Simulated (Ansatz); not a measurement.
H₃O₂P, SMILES `OPO`. Total charge 0; spin multiplicity 1.

```xyz
6

O     0.233   -0.445   -1.153
P    -0.460    0.632   -0.117
O     0.421    0.489    1.249
H     0.826    0.005   -1.761
H    -1.520   -0.267    0.208
H     0.500   -0.414    1.575
```

Task: What are the harmonic wavenumbers in cm⁻¹ at PBE0-D4/def2-TZVP (Ansatz, finite differences of forces, unscaled)? (Estimate.)

Result: The calculation gave: 314, 383, 461, 821, 848, 897, 971, 1080, 1133, 2330, 3828, 3874.

Task: Is this a minimum?

Result: Yes, all 12 modes are real.

Task: Give the ideal-gas thermochemistry at 298.15 K and 1 bar (rigid rotor, harmonic oscillator; point group C1, symmetry number 1).

Result: Zero-point energy 101.3 kJ/mol; H(298) − E = 114.6 kJ/mol; entropy 273.6 J/(mol·K), of which translation 161.1, rotation 96.4, vibration 16.2; G(298) − E = 33.0 kJ/mol.
